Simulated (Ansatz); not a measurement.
**CH₄Si (triplet): wave-function methods side by side at distance C1–H5 along a hydrogen transfer = 1.506 Å, cc-pVDZ**

How much of the correlation energy of CH₄Si (triplet) does each wave-function method recover here?

Program: Ansatz 0.2.0, Gaussian basis. Level of theory: cc-pVDZ, core rule «outside noble gas», up to 6 orbitals frozen. These are calculated values, not measurements.

To be run: UHF; CCSD(T) on ROHF; CCSD(T) on UHF; BCCD(T) on ROHF; CISD; CCSDT(Q) on ROHF; CCSDT(Q) on UHF; CASSCF and MRCISD+Q, 4 electrons in 4 orbitals; CASSCF and NEVPT2, 4 electrons in 4 orbitals.

2 further runs of the same task are left out: 2 that didn't finish.

## 1. What is computed

The geometry derives from fragments relaxed apart (PBE0/def2-TZVP) and kept rigid, so it is no stationary point. A hydrogen atom is moved between rigid fragments.

6 atoms, charge 0, spin multiplicity 3.

Atoms are counted from 1 here; the program's logs count them from 0.

Bond lengths: C1–H2 1.090 Å, C1–H3 1.090 Å, C1–H4 1.090 Å. Angles: H2–C1–H3 109.5°, H2–C1–H4 109.5°, H3–C1–H4 109.5°.

## 2. UHF

in.yaml reads:

```yaml
crystal:
  periodic: [false, false, false]
  atoms:
    - {symbol: C, position_ang: [-2.083720, 0.000000, 0.000000]}
    - {symbol: H, position_ang: [-2.446926, 1.027301, 0.000000]}
    - {symbol: H, position_ang: [-2.446926, -0.513650, 0.889668]}
    - {symbol: H, position_ang: [-2.446926, -0.513650, -0.889669]}
    - {symbol: H, position_ang: [-0.577720, 0.000000, 0.000000]}
    - {symbol: Si, position_ang: [1.175280, 0.000000, 0.000000]}
basis:
  gaussian: {orbitals: cc-pVDZ}
magnetization: {spin_polarized: true, initial_magnetization: 2}
hamiltonian: {xc: hf}
output: {orbitals: {seedname: orbitals}}
```

Run with:

```sh
$ ansatz run in.yaml --threads 1 --pin off --events-out ev --progress --plain --max-ram 2393MiB
```

Further steps of the session: CCSD(T) on ROHF; CCSD(T) on UHF; BCCD(T) on ROHF; CISD; CCSDT(Q) on ROHF; CCSDT(Q) on UHF; CASSCF and MRCISD+Q, 4 electrons in 4 orbitals; CASSCF and NEVPT2, 4 electrons in 4 orbitals.

Q: Predict the results of all the runs planned. Wanted: UCCSDT(Q) below the RHF energy; RMP2 from UCCSDT(Q); UMP2 from UCCSDT(Q); RCCSD from UCCSDT(Q); RCCSD(T) from UCCSDT(Q); UCCSD(T) from UCCSDT(Q); RCCSDT(Q) from UCCSDT(Q); NEVPT2 pair from UCCSDT(Q); MRCISD+Q pair from UCCSDT(Q).

**Answer**, as computed:

| quantity | value |
| --- | --- |
| UCCSDT(Q) below the RHF energy | -7.5242 eV |
| RMP2 from UCCSDT(Q) | +1425.4 meV |
| UMP2 from UCCSDT(Q) | +1451.7 meV |
| RCCSD from UCCSDT(Q) | +258.7 meV |
| RCCSD(T) from UCCSDT(Q) | +44.0 meV |
| UCCSD(T) from UCCSDT(Q) | +45.5 meV |
| RCCSDT(Q) from UCCSDT(Q) | +0.6 meV |
| NEVPT2 pair from UCCSDT(Q) | +1370.2 meV |
| MRCISD+Q pair from UCCSDT(Q) | +56.3 meV |
| levels within 1 kcal/mol (43 meV) | RCCSDT, UCCSDT, RCCSDT(Q) |
| T1 diagnostic | 0.022 |

**Reading.** RCCSD(T) misses by +44.0 meV, 0.6 % of the correlation energy. Of the multireference levels listed MRCISD+Q pair comes nearest in total energy (+56.3 meV), which doesn't show that its space is the better one. These misses are within one basis, not against nature; the frozen cores of restricted and unrestricted runs differ, which can shift their rows.
